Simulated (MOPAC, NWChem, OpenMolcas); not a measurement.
## SiH3O (SMILES O[SiH2]): the dipole moment, rung by rung

SiH3O has 5 atoms, charge 0, and is taken as a doublet. As SMILES, `O[SiH2]`. The shape is that of a GFN2-xTB optimisation. This is one conformer, not always the lowest.

| atom | x (Å) | y (Å) | z (Å) |
| --- | --- | --- | --- |
| O | 0.5573 | -0.4338 | 0.7985 |
| Si | 0.0019 | 0.3419 | -0.5339 |
| H | 0.7257 | -1.3707 | 0.8148 |
| H | -1.2448 | -0.2536 | -1.0008 |
| H | -0.0401 | 1.7160 | -0.0786 |

Quantity: the dipole moment, in D. The values are calculated.

```csv
level,kind,program,value (D),CPU time
MNDO,semi-empirical,MOPAC,1.74,under 2 s
PM3,semi-empirical,MOPAC,1.14,under 2 s
PM6,semi-empirical,MOPAC,1.39,under 2 s
PM7,semi-empirical,MOPAC,1.90,under 2 s
ROHF/STO-3G,Hartree–Fock,OpenMolcas,1.66,3 s
UHF/STO-3G,Hartree–Fock,NWChem,1.66,0.95 s
UHF/3-21G,Hartree–Fock,NWChem,1.90,1.1 s
UHF/def2-SVP,Hartree–Fock,NWChem,1.49,3.6 s
USVWN5/STO-3G,LDA,OpenMolcas,1.37,4.8 s
UPBE/STO-3G,GGA,OpenMolcas,1.36,6.1 s
```

The values span 1.14 to 1.90 D. Magnitudes only. Sets without polarisation functions give poor dipoles. CPU times are rough (shared hosts, several kinds of processor and program).
